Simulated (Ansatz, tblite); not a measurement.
Removing and adding an electron: Na₃. Charge 0, multiplicity 2. Geometry: B3LYP/def2-TZVP. Ansatz, gas phase; energy differences of separate SCF runs; the oxidised species was run as a singlet alone; the reduced species was run as a singlet alone.

```tsv
atom	x (Å)	y (Å)	z (Å)
Na1	-1.542	-1.925	0.122
Na2	-0.138	0.584	-1.338
Na3	1.681	1.341	1.215
```

The xTB rows come from tblite. Correlated methods freeze 3 core orbitals; core or outer-core shells of Na are correlated, in sets that lack core-valence functions. The structure comes from a short search, and lower isomers may exist.

```json
{"level": "PBE/def2-TZVPD", "−HOMO (eV)": "2.66", "vertical IE (eV)": "–", "−LUMO (eV)": "2.12", "vertical EA (eV)": "0.74", "HOMO–LUMO gap (eV)": "0.54", "IE − EA (eV)": "–", "remarks": "HOMO above zero (-1 singlet), restricted SCF unstable in HF (-1 singlet)"}
{"level": "r2SCAN/def2-TZVPD", "−HOMO (eV)": "2.76", "vertical IE (eV)": "–", "−LUMO (eV)": "1.71", "vertical EA (eV)": "0.58", "HOMO–LUMO gap (eV)": "1.05", "IE − EA (eV)": "–", "remarks": "HOMO above zero (-1 singlet), restricted SCF unstable in HF (-1 singlet)"}
{"level": "CCSD/def2-TZVPD", "−HOMO (eV)": "–", "vertical IE (eV)": "–", "−LUMO (eV)": "–", "vertical EA (eV)": "0.69", "HOMO–LUMO gap (eV)": "–", "IE − EA (eV)": "–", "remarks": "restricted SCF unstable (-1 singlet), spin-contaminated (⟨S²⟩ 0.94) (doublet)"}
{"level": "CCSD(T)/def2-TZVPD", "−HOMO (eV)": "–", "vertical IE (eV)": "–", "−LUMO (eV)": "–", "vertical EA (eV)": "0.76", "HOMO–LUMO gap (eV)": "–", "IE − EA (eV)": "–", "remarks": "restricted SCF unstable (-1 singlet), spin-contaminated (⟨S²⟩ 0.94) (doublet)"}
```

Question: Estimate the rows for GFN1-xTB, GFN2-xTB, PBE0/def2-TZVPD.

Answer: 
```json
{"level": "GFN1-xTB", "−HOMO (eV)": "–", "vertical IE (eV)": "8.07", "−LUMO (eV)": "–", "vertical EA (eV)": "–", "HOMO–LUMO gap (eV)": "–", "IE − EA (eV)": "–", "remarks": "–"}
{"level": "GFN2-xTB", "−HOMO (eV)": "–", "vertical IE (eV)": "6.73", "−LUMO (eV)": "–", "vertical EA (eV)": "1.77", "HOMO–LUMO gap (eV)": "–", "IE − EA (eV)": "4.95", "remarks": "–"}
{"level": "PBE0/def2-TZVPD", "−HOMO (eV)": "3.10", "vertical IE (eV)": "–", "−LUMO (eV)": "1.60", "vertical EA (eV)": "0.68", "HOMO–LUMO gap (eV)": "1.50", "IE − EA (eV)": "–", "remarks": "HOMO above zero (-1 singlet), restricted SCF unstable in HF (-1 singlet)"}
```

Relaxing the reduced species (B3LYP/def2-TZVPD) changes its energy by -0.31 eV at PBE/def2-TZVPD, so the adiabatic electron affinity to this nearest minimum is 1.05 eV. At PBE0/def2-TZVPD it is 1.00 eV. The highest occupied level of the relaxed charge -1 singlet lies above zero (up to 0.27 eV). By energy differences its removal costs 1.05 eV (each at its own geometry, to the charge 0 doublet, at PBE/def2-TZVPD); the vertical value is larger still, so the positive level points to self-interaction error.  Run but left out: HF/def2-TZVPP, B2PLYP/def2-TZVP, PBE-QIDH/def2-TZVP, CCSD/def2-TZVPP, CCSD(T)/def2-TZVPP (charge +1 singlet: restricted singlet, unstable towards broken spin symmetry); PBE/def2-TZVP, r2SCAN/def2-TZVP, B97M-V/def2-TZVP, r2SCANh/def2-TZVP, PBE0/def2-TZVP, r2SCAN0/def2-TZVP (charge +1 singlet: restricted singlet, unstable towards broken spin symmetry at other levels and untested here); MP2/def2-TZVPP, MP2/def2-TZVPD (doublet: ⟨S²⟩ 0.94, where a pure state has 0.75); HF/def2-TZVPD (charge -1 singlet: restricted singlet, unstable towards broken spin symmetry).   A HOMO above zero means that the electron is unbound at that level or that self-interaction error raises the level; the energy of removing that electron tells which. HOMO and LUMO are the levels of the spin that leaves or enters (xTB has no such levels and no spin-polarisation term). Other spin states of the ions may lie lower, which would lower the ionisation energy or raise the affinity. Raw xTB energy differences between charge states are shifted by several eV; the methods need an empirical correction for them.
